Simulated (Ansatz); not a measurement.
Ansatz results at the PBE0-D4/def2-TZVP geometry: HOMO–LUMO gap (PBE0/def2-TZVPP) 8.38 eV; size of the dipole moment (B3LYP/def2-TZVPP) 1.98 D; HOMO energy (PBE0/def2-TZVPP) -8.25 eV.

Each molecule was computed in one conformer, which needn't be the lowest.

Q: Which molecule gave them?
A. `O[C@@H]1C[C@@H]1O`
B. `COCC=O`
C. `CNCOC`
D. `CCOC=O`

A: D. The others give `O[C@@H]1C[C@@H]1O`: 7.91, 2.62, -7.04; `CNCOC`: 7.80, 1.41, -6.75; `COCC=O`: 6.33, 2.11, -7.33.

B3LYP here is the variant with VWN-RPA as its local correlation; programs differ in this.
